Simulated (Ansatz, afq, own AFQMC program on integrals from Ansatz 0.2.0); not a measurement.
# BHO (singlet): AFQMC on the coupled-cluster ladder at angle O2–B1–H3 = 73.6°, cc-pVDZ, part 2 of 2

Ansatz 0.2.0, Gaussian basis, and an in-house AFQMC program (afq) on its integrals; all values are calculated; cc-pVDZ, frozen cores. Earlier steps stand in the parts before.

## (14) UHF

Input file in.yaml:

```yaml
crystal:
  periodic: [false, false, false]
  atoms:
    - {symbol: B, position_ang: [-0.585722, 0.000000, 0.387271]}
    - {symbol: O, position_ang: [0.373523, 0.000000, -0.330336]}
    - {symbol: H, position_ang: [0.353301, 0.000000, 1.089750]}
basis:
  gaussian: {orbitals: cc-pVDZ}
magnetization: {spin_polarized: true, initial_magnetization: 0}
hamiltonian: {xc: hf}
output: {orbitals: {seedname: orbitals}}
```

Command:

```sh
$ ansatz run in.yaml --threads 1 --pin off --events-out ev --progress --plain --max-ram 1382MiB
```

The program printed:

```text
Functional definition: HF
  name "HF"
  cite "Fock, Z. Phys. 61, 126 (1930) doi:10.1007/BF01340294"
  parent pbe
  exchange = exact_x
  correlation = 0
303 factors; integrals over basis functions are off by at most 1.1e-3 eV
mean field evaluation 1: about -2719.1652 eV, gradient 2.5e1 eV
mean field evaluation 2: about -2719.1677 eV, gradient 2.5e1 eV
mean field evaluation 4: about -2721.8777 eV, gradient 1.6e0 eV
mean field evaluation 8: about -2721.9162 eV, gradient 3.7e-3 eV
mean field evaluation 16: about -2722.1459 eV, gradient 3.8e-2 eV
mean field -2722.14590364 eV, -100.0370168218 hartree, gradient 1.3e-5 eV, S^2 0.482284; 1 other end points of the search recorded, 0 dependent functions left out
reference -2722.14590364 eV, -100.0370168218 hartree; 7, 7 occupied and 26, 26 virtual orbitals, 303 factors
Total energy: -2722.14590364 eV, -100.0370168218 hartree
```

Run time: 0.18 s. Hardware: 1 thread of Arm Neoverse V1, shared host.

From the report: ⟨S²⟩ of the determinant 0.482 (pure singlet: 0.00).

## (15) CCSD(T) on UHF

Edit in.yaml of step 14 so:

```diff
@@ -9,3 +9,2 @@
 magnetization: {spin_polarized: true, initial_magnetization: 0}
-hamiltonian: {xc: hf}
-output: {orbitals: {seedname: orbitals}}
+correlation: {method: ccsd_t, electrons: outside_noble_gas, hamiltonian_folder: ham}
```

Launched as before.

The program printed, cut to the lines that bear on the results:

```text
Functional definition: HF
  name "HF"
  cite "Fock, Z. Phys. 61, 126 (1930) doi:10.1007/BF01340294"
  parent pbe
[...]
303 factors; integrals over basis functions are off by at most 1.1e-3 eV
[...]
mean field -2722.14590364 eV, -100.0370168218 hartree, gradient 1.5e-6 eV, S^2 0.482284; 2 other end points of the search recorded, 0 dependent functions left out
determinant -2722.14590364 eV, -100.0370168218 hartree, with singles and doubles -2729.85690390 eV, -100.3203908547 hartree
determinant -2721.91624939 eV, -100.0285771840 hartree, with singles and doubles -2729.92242669 eV, -100.3227987731 hartree
2 core orbitals not correlated: weight in the atoms' cores, before any rotation towards them, 1.000 or more for the frozen orbitals, at most 0.000 for the correlated occupied ones
reference -2722.14590364 eV, -100.0370168218 hartree; 5, 5 occupied and 26, 26 virtual orbitals, 303 factors
second order -6.83194393 eV of doubles, -0.00000000 eV of singles
cycle   1  -7.71647907 eV  change   -5.5e-3 eV  update   6.9e-3
[...]
cycle  11  -7.74273166 eV  change   -4.3e-6 eV  update   2.4e-6
perturbative correction -0.31760887 eV, -0.0116719106 hartree
Total energy: -2730.20624417 eV, -100.3332288728 hartree
```

Wall time 0.99 s (1 thread of Arm Neoverse V1, shared host).

From the report: ⟨S²⟩ of the determinant 0.482 (pure singlet: 0.00); correlation -8.0603 eV; T1 0.089; largest double amplitude 0.16.

This run also writes the integrals to the folder ham.

## (16) CCSDT(Q) on UHF

Edit in.yaml of step 15 so:

```diff
@@ -9,2 +9,2 @@
 magnetization: {spin_polarized: true, initial_magnetization: 0}
-correlation: {method: ccsd_t, electrons: outside_noble_gas, hamiltonian_folder: ham}
+correlation: {method: ccsdt_q, electrons: outside_noble_gas}
```

The command is unchanged.

The program printed, cut to the lines that bear on the results:

```text
Functional definition: HF
  name "HF"
  cite "Fock, Z. Phys. 61, 126 (1930) doi:10.1007/BF01340294"
  parent pbe
[...]
579 factors; integrals over basis functions are off by at most 1.9e-7 eV
[...]
mean field -2722.14595869 eV, -100.0370188450 hartree, gradient 1.5e-6 eV, S^2 0.482286; 2 other end points of the search recorded, 0 dependent functions left out
determinant -2722.14595869 eV, -100.0370188450 hartree, with singles and doubles -2729.85695176 eV, -100.3203926138 hartree
determinant -2721.91630089 eV, -100.0285790767 hartree, with singles and doubles -2729.92247499 eV, -100.3228005479 hartree
2 core orbitals not correlated: weight in the atoms' cores, before any rotation towards them, 1.000 or more for the frozen orbitals, at most 0.000 for the correlated occupied ones
reference -2722.14595869 eV, -100.0370188450 hartree; 5, 5 occupied and 26, 26 virtual orbitals, 579 factors
second order -6.83195675 eV of doubles, -0.00000000 eV of singles
cycle   1  -6.91068567 eV  change   -7.9e-2 eV  update   1.2e-1
[...]
cycle  19  -8.11250523 eV  change    8.7e-8 eV  update   4.9e-7
perturbative correction -0.04982622 eV, -0.0018310796 hartree
Total energy: -2730.30829014 eV, -100.3369789930 hartree
```

Wall time 13 s (1 thread of Arm Neoverse V1, shared host).

From the report: ⟨S²⟩ of the determinant 0.482 (pure singlet: 0.00); correlation -8.1623 eV; T1 0.098; largest double amplitude 0.20.

## (17) Phaseless AFQMC, CISD trial on UHF

It reads the integrals that the CCSD(T) run on this determinant wrote.

Command:

```sh
$ afq ham --method phaseless --trial cisd --walkers 100 --populations 1 --least-time 40 --time-step 0.005 --steps-per-block 50 --equilibration-blocks 28 --max-blocks 300 --target-error 0.00038 --factor-cut 1e-05 --start spin_pure --seed 8067 --release-times 0.24,0.51,0.99,1.62,2.4 --release-step 0.03 --release-every 4 --taylor-order 6
```

The program printed:

```text
orbitals 31  electrons 5 5  factors 239 of 303
reference energy -100.03701682 Eh
CCSD correlation -0.28453969 Eh in 14 cycles, weight of the determinant in the CISD state 0.7447
energy of the start -100.283185 Eh
 block  time / (1/Eh)  mean weight  energy / Eh
     1     0.250  1.0026  -100.303812
     2     0.500  0.9995  -100.319241
     3     0.750  1.0009  -100.326425
     4     1.000  0.9988  -100.335310
     5     1.250  0.9983  -100.331235
     6     1.500  0.9993  -100.331119
     7     1.750  1.0001  -100.327054
     8     2.000  0.9994  -100.336208
     9     2.250  1.0010  -100.347872
    10     2.500  1.0027  -100.326014
    17     4.250  0.9999  -100.330174
    25     6.250  1.0017  -100.337466
    33     8.250  0.9993  -100.340052
    41    10.250  0.9982  -100.330372
    49    12.250  0.9991  -100.342946
    57    14.250  0.9998  -100.343735
    65    16.250  0.9992  -100.333986
    73    18.250  1.0023  -100.336186
    81    20.250  0.9969  -100.331033
    89    22.250  1.0013  -100.342110
    97    24.250  1.0012  -100.331610
   105    26.250  0.9979  -100.330622
   113    28.250  1.0000  -100.324461
   121    30.250  0.9998  -100.340533
   129    32.250  1.0019  -100.337696
   137    34.250  0.9997  -100.332940
   145    36.250  1.0011  -100.330733
   153    38.250  1.0017  -100.327978
   161    40.250  0.9978  -100.336294
   169    42.250  0.9994  -100.326014
   177    44.250  0.9993  -100.326632
   185    46.250  1.0002  -100.327209
   193    48.250  0.9998  -100.333036
   201    50.250  1.0003  -100.322733
   209    52.250  0.9993  -100.345831
   217    54.250  1.0013  -100.349877
   225    56.250  0.9984  -100.330144
   233    58.250  1.0002  -100.333128
   241    60.250  1.0003  -100.339443
   249    62.250  1.0009  -100.332976
   257    64.250  1.0014  -100.340343
   265    66.250  1.0006  -100.331763
   273    68.250  0.9975  -100.350176
   281    70.250  1.0003  -100.336643
   289    72.250  0.9996  -100.348345
   297    74.250  1.0012  -100.336359
   305    76.250  1.0012  -100.338048
   313    78.250  1.0000  -100.339410
   321    80.250  0.9987  -100.330434
blocks merged  error / Eh  count
     1  0.000513  295
     2  0.000572  147
     4  0.000628  73
     8  0.000736  36
    16  0.000723  18
    32  0.000779  9
released: time / (1/Eh)  energy / Eh  error  mean overlap
  0.24  -100.337616  0.000987  1.0003
  0.51  -100.337752  0.000809  1.0018
  0.99  -100.338541  0.000885  0.9959
  1.62  -100.338964  0.001172  0.9779
  2.40  -100.336732  0.001154  0.9896
energy -100.337522 +/- 0.000736 Eh
```

It took 8.5 min on 1 thread of Arm Neoverse V1, shared host.

Energy -2730.3231 ± 0.0200 eV. Caveats: constraint bias not in the error; error above the target.

## (18) Phaseless AFQMC, single-determinant trial on UHF

It reads the integrals that the CCSD(T) run on this determinant wrote.

Command:

```sh
$ afq ham --method phaseless --trial hf --walkers 200 --populations 1 --least-time 40 --time-step 0.005 --steps-per-block 20 --equilibration-blocks 112 --max-blocks 600 --target-error 0.00114 --factor-cut 1e-05 --start spin_pure --seed 60 --taylor-order 6
```

The program printed:

```text
orbitals 31  electrons 5 5  factors 239 of 303
reference energy -100.03701682 Eh
CCSD correlation -0.28453969 Eh in 14 cycles, weight of the determinant in the CISD state 0.7447
energy of the start -100.049750 Eh
 block  time / (1/Eh)  mean weight  energy / Eh
     1     0.100  0.9997  -100.133187
     2     0.200  1.0035  -100.178226
     3     0.300  1.0041  -100.203302
     4     0.400  1.0033  -100.237731
     5     0.500  1.0018  -100.261176
     6     0.600  1.0006  -100.279742
     7     0.700  1.0011  -100.294355
     8     0.800  1.0024  -100.317732
     9     0.900  1.0025  -100.348378
    10     1.000  1.0011  -100.352065
    18     1.800  1.0007  -100.340071
    35     3.500  1.0004  -100.311841
    52     5.200  0.9985  -100.400636
    69     6.900  0.9987  -100.348635
    86     8.600  0.9987  -100.319788
   103    10.300  0.9976  -100.332281
   120    12.000  0.9989  -100.324871
   137    13.700  1.0002  -100.326475
   154    15.400  1.0023  -100.332102
   171    17.100  1.0008  -100.319263
   188    18.800  0.9999  -100.357708
   205    20.500  0.9979  -100.407606
   222    22.200  0.9995  -100.337660
   239    23.900  1.0004  -100.350711
   256    25.600  1.0012  -100.307979
   273    27.300  1.0003  -100.363687
   290    29.000  0.9999  -100.335891
   307    30.700  0.9998  -100.350576
   324    32.400  1.0003  -100.342285
   341    34.100  1.0009  -100.334413
   358    35.800  1.0001  -100.347662
   375    37.500  0.9984  -100.338805
   392    39.200  0.9998  -100.344209
   409    40.900  0.9984  -100.313320
   426    42.600  1.0013  -100.345688
   443    44.300  0.9991  -100.352038
   460    46.000  0.9994  -100.330191
   477    47.700  1.0006  -100.294146
   494    49.400  1.0012  -100.346930
   511    51.100  1.0013  -100.355476
   528    52.800  1.0010  -100.391349
   545    54.500  0.9994  -100.311176
   562    56.200  0.9985  -100.360987
   579    57.900  1.0018  -100.330189
   596    59.600  1.0006  -100.339228
   613    61.300  1.0018  -100.346792
   630    63.000  1.0009  -100.343491
   647    64.700  0.9992  -100.348769
   664    66.400  1.0003  -100.333250
   681    68.100  0.9997  -100.345713
   698    69.800  0.9979  -100.380446
blocks merged  error / Eh  count
     1  0.000968  600
     2  0.001277  300
     4  0.001651  150
     8  0.002080  75
    16  0.002493  37
    32  0.002638  18
    64  0.002172  9
energy -100.339903 +/- 0.002638 Eh
```

Wall time 5.9 min (1 thread of Arm Neoverse V1, shared host).

Energy -2730.3879 ± 0.0718 eV. Caveats: constraint bias not in the error; error above the target.

## (19) Free-projection AFQMC, CISD trial on UHF

It reads the integrals that the CCSD(T) run on this determinant wrote.

Command:

```sh
$ afq ham --method free --trial cisd --walkers 100 --time-step 0.03 --max-blocks 80 --target-error 0.00038 --factor-cut 1e-05 --seed 1618 --times 0,0.21,0.42,0.81,1.2,1.8,2.4,3 --taylor-order 8
```

The program printed:

```text
orbitals 31  electrons 5 5  factors 239 of 303
reference energy -100.03701682 Eh
CCSD correlation -0.28453969 Eh in 14 cycles, weight of the determinant in the CISD state 0.7447
repeat  energy at the last time / Eh  error
    10  -100.329946  0.003011
    20  -100.333476  0.002289
    30  -100.333174  0.001644
    40  -100.334805  0.001545
    50  -100.335703  0.001611
    60  -100.336463  0.001416
    70  -100.336260  0.001235
    80  -100.336388  0.001119
time / (1/Eh)  energy / Eh  error  mean overlap
  0.00  -100.321675  0.000393  1.3436
  0.21  -100.328077  0.000466  1.3468
  0.42  -100.332268  0.000424  1.3392
  0.81  -100.334156  0.000658  1.3476
  1.20  -100.334140  0.000685  1.3530
  1.80  -100.335450  0.000808  1.3549
  2.40  -100.335665  0.001035  1.3698
  3.00  -100.336388  0.001119  1.3762
energy -100.336388 +/- 0.001119 Eh
```

Run time: 4.5 min. Hardware: 1 thread of Arm Neoverse V1, shared host.

Energy -2730.2922 ± 0.0304 eV. Caveats: remainder of the start not in the error; start is not spin pure; error above the target.

## (20) Phaseless AFQMC, CISD trial on UHF (settings varied)

It reads the integrals that the CCSD(T) run on this determinant wrote.

Command:

```sh
$ afq ham --method phaseless --trial cisd --walkers 80 --populations 1 --least-time 40 --time-step 0.01 --steps-per-block 50 --equilibration-blocks 12 --max-blocks 80 --target-error 0.00076 --factor-cut 1e-05 --start spin_pure --seed 2906 --release-times 0.2,0.4 --release-step 0.02 --release-every 2 --taylor-order 6
```

The program printed:

```text
orbitals 31  electrons 5 5  factors 239 of 303
reference energy -100.03701682 Eh
CCSD correlation -0.28453969 Eh in 14 cycles, weight of the determinant in the CISD state 0.7447
energy of the start -100.283185 Eh
 block  time / (1/Eh)  mean weight  energy / Eh
     1     0.500  1.0044  -100.317204
     2     1.000  0.9978  -100.320516
     3     1.500  0.9976  -100.331043
     4     2.000  0.9996  -100.325559
     5     2.500  1.0019  -100.336487
     6     3.000  0.9993  -100.327482
     7     3.500  0.9988  -100.345106
     8     4.000  0.9990  -100.338371
     9     4.500  1.0024  -100.343860
    10     5.000  1.0039  -100.322775
    11     5.500  1.0008  -100.335359
    13     6.500  0.9992  -100.335035
    15     7.500  1.0030  -100.337008
    17     8.500  1.0001  -100.329028
    19     9.500  1.0035  -100.325379
    21    10.500  1.0005  -100.320675
    23    11.500  0.9977  -100.334085
    25    12.500  0.9912  -100.360227
    27    13.500  1.0062  -100.369920
    29    14.500  0.9953  -100.339117
    31    15.500  1.0029  -100.338582
    33    16.500  1.0032  -100.336070
    35    17.500  0.9995  -100.341328
    37    18.500  1.0014  -100.339999
    39    19.500  1.0006  -100.335703
    41    20.500  1.0006  -100.327667
    43    21.500  0.9984  -100.342907
    45    22.500  1.0002  -100.341134
    47    23.500  0.9980  -100.328952
    49    24.500  1.0003  -100.332445
    51    25.500  1.0006  -100.319061
    53    26.500  0.9927  -100.327429
    55    27.500  0.9946  -100.324506
    57    28.500  1.0044  -100.334649
    59    29.500  0.9930  -100.342834
    61    30.500  1.0059  -100.342460
    63    31.500  0.9977  -100.333240
    65    32.500  0.9968  -100.335032
    67    33.500  1.0014  -100.333349
    69    34.500  0.9957  -100.334762
    71    35.500  1.0003  -100.328950
    73    36.500  0.9974  -100.337059
    75    37.500  0.9960  -100.325154
    77    38.500  0.9979  -100.331864
    79    39.500  1.0031  -100.327368
    81    40.500  1.0009  -100.348632
    83    41.500  1.0023  -100.332626
    85    42.500  1.0047  -100.345645
    87    43.500  0.9979  -100.328524
    89    44.500  0.9973  -100.336010
    91    45.500  1.0052  -100.337968
blocks merged  error / Eh  count
     1  0.001067  80
     2  0.001157  40
     4  0.001156  20
     8  0.000965  10
released: time / (1/Eh)  energy / Eh  error  mean overlap
  0.20  -100.336222  0.001187  1.0137
  0.40  -100.337043  0.001291  1.0128
energy -100.336777 +/- 0.001157 Eh
```

It took 1.8 min on 1 thread of Arm Neoverse V1, shared host.

Energy -2730.3028 ± 0.0315 eV. Caveats: constraint bias not in the error; error above the target.

## (21) Free-projection AFQMC, first-order trial on UHF (settings varied)

It reads the integrals that the CCSD(T) run on this determinant wrote.

Command:

```sh
$ afq ham --method free --trial mp1 --walkers 20 --time-step 0.02 --max-blocks 60 --target-error 0.00076 --factor-cut 1e-05 --seed 2046 --times 0.0,0.4,0.8,1.6,2.4 --taylor-order 8
```

The program printed:

```text
orbitals 31  electrons 5 5  factors 239 of 303
reference energy -100.03701682 Eh
CCSD correlation -0.28453969 Eh in 14 cycles, weight of the determinant in the CISD state 0.7447
repeat  energy at the last time / Eh  error
    10  -100.333614  0.001464
    20  -100.333583  0.001661
    30  -100.332377  0.001666
    40  -100.333119  0.001466
    50  -100.333114  0.001425
    60  -100.333050  0.001557
time / (1/Eh)  energy / Eh  error  mean overlap
  0.00  -100.321724  0.000570  1.1036
  0.40  -100.329350  0.000762  1.1009
  0.80  -100.332278  0.000955  1.1106
  1.60  -100.330470  0.001336  1.1628
  2.40  -100.333050  0.001557  1.1298
energy -100.333050 +/- 0.001557 Eh
```

It took 33 s on 1 thread of Arm Neoverse V1, shared host.

Energy -2730.2014 ± 0.0424 eV. Caveats: remainder of the start not in the error; start is not spin pure; error above the target.

## (22) AFQMC on the ladder

On the RHF determinant, counted from CCSDT(Q) (a yardstick, not exact):

| level | energy (eV) | from CCSDT(Q) (meV) | statistical error (meV) | time |
| --- | --- | --- | --- | --- |
| HF | -2721.9162 | +8389.2 |  |  |
| MP2 | -2729.6883 | +617.2 |  |  |
| CCSD | -2729.9223 | +383.1 |  |  |
| CCSD(T) | -2730.2444 | +61.1 |  |  |
| CCSDT(Q) | -2730.3054 | 0.0 |  |  |
| Phaseless AFQMC, CISD trial, step 0.005, 100 walkers | -2730.2824 | +23.0 | 18.5 | 4.1 min |
| Free-projection AFQMC, CISD trial, step 0.03, 100 walkers | -2730.3105 | -5.0 | 22.0 | 2 min |
| Phaseless AFQMC, CISD trial, step 0.01, 80 walkers | -2730.3808 | -75.4 | 46.9 | 51 s |
| Free-projection AFQMC, first-order trial, step 0.02, 20 walkers | -2730.3216 | -16.1 | 47.6 | 16 s |

On the UHF determinant, counted from CCSDT(Q) (a yardstick, not exact):

| level | energy (eV) | from CCSDT(Q) (meV) | statistical error (meV) | time |
| --- | --- | --- | --- | --- |
| HF | -2722.1459 | +8162.4 |  |  |
| MP2 | -2728.9778 | +1330.4 |  |  |
| CCSD | -2729.8886 | +419.7 |  |  |
| CCSD(T) | -2730.2062 | +102.0 |  |  |
| CCSDT(Q) | -2730.3083 | 0.0 |  |  |
| Phaseless AFQMC, CISD trial, step 0.005, 100 walkers | -2730.3231 | -14.8 | 20.0 | 8.5 min |
| Phaseless AFQMC, single-determinant trial, step 0.005, 200 walkers | -2730.3879 | -79.6 | 71.8 | 5.9 min |
| Free-projection AFQMC, CISD trial, step 0.03, 100 walkers | -2730.2922 | +16.1 | 30.4 | 4.5 min |
| Phaseless AFQMC, CISD trial, step 0.01, 80 walkers | -2730.3028 | +5.5 | 31.5 | 1.8 min |
| Free-projection AFQMC, first-order trial, step 0.02, 20 walkers | -2730.2014 | +106.9 | 42.4 | 33 s |

The functionals' totals stand on their own zeros and serve differences with other points: PBE -2734.081 eV; r2SCAN -2735.762 eV; PBE0 -2733.976 eV; B3LYP -2737.359 eV; wB97M-V -2736.405 eV; B2PLYP -2734.807 eV.

## (23) Summary of results

The summary covers parts 1 to 2.

```
                                                      quantity             value
                                  CCSD(T) on RHF from CCSDT(Q)         +61.1 meV
              Phaseless AFQMC, CISD trial on RHF from CCSDT(Q)  +23.0 ± 18.5 meV
        Free-projection AFQMC, CISD trial on RHF from CCSDT(Q)   -5.0 ± 22.0 meV
                                  CCSD(T) on UHF from CCSDT(Q)        +102.0 meV
              Phaseless AFQMC, CISD trial on UHF from CCSDT(Q)  -14.8 ± 20.0 meV
Phaseless AFQMC, single-determinant trial on UHF from CCSDT(Q)  -79.6 ± 71.8 meV
        Free-projection AFQMC, CISD trial on UHF from CCSDT(Q)  +16.1 ± 30.4 meV
```

On RHF the phaseless walk with the CISD trial lies +23.0 meV from CCSDT(Q), within three error bars. Free projection has no constraint; at the last time it gives -5.0 ± 22.0 meV. On UHF the phaseless walk with the CISD trial lies -14.8 meV from CCSDT(Q), within three error bars. Free projection has no constraint; at the last time it gives +16.1 ± 30.4 meV, and from a start that isn't spin pure other spins can mix in. Error bars are statistical and leave out the constraint, the time step and what remains of the start.
